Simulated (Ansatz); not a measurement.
A calculation with Ansatz (development build ahead of 0.2.0).

```yaml
crystal:
  periodic: [false, false, false]
  atoms:
    - { symbol: C, position_ang: [-0.18485, -0.10742, -1.50045] }
    - { symbol: C, position_ang: [0.03984, -0.11442, 0.27445] }
    - { symbol: C, position_ang: [-0.16021, -0.15432, 1.08871] }
basis:
  gaussian: { orbitals: def2-SVP }
hamiltonian:
  xc: hf
output:
  forces: true
```

The input is written out in the form of the current development build from the run's settings.

Results

```yaml
Converged: yes
Total_energy: -112.39695 hartree
```

Forces (eV/Å):
```json
{"atom": "C1", "Fx": "1.480", "Fy": "0.010", "Fz": "8.786"}
{"atom": "C2", "Fx": "29.520", "Fy": "6.236", "Fz": "-138.228"}
{"atom": "C3", "Fx": "-31.000", "Fy": "-6.246", "Fz": "129.442"}
```

Caution: stretched shape with no unrestricted run beside it, a lower state can exist.
